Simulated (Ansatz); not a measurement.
`OC(O)=NP` + `C[SiH2]N` → `N[SiH2]P` + `CN=C(O)O`  (formal exchange of groups at a P–N bond)

Calculated with Ansatz (gas phase, PBE0-D4/def2-TZVP geometries, no zero-point term in ΔE). CBS: MP2 limit from def2 TZ/QZ plus the TZ coupled-cluster correction, frozen cores. Functionals use def2-TZVPP. One conformer a species, not always the lowest.

| species | ωB97X-V energy (Eh) |
| --- | --- |
| `OC(O)=NP` | -587.04922 |
| `C[SiH2]N` | -386.57160 |
| `N[SiH2]P` | -689.15921 |
| `CN=C(O)O` | -284.44643 |

(1) Work out ΔE.

Largest T1 diagnostic among the species: 0.014.

Results:

(1) ΔE = (-689.15921) + (-284.44643) − (-587.04922) − (-386.57160) = 0.01518 Eh = +39.9 kJ/mol. CCSD(T)/CBS gives +39.5 kJ/mol.
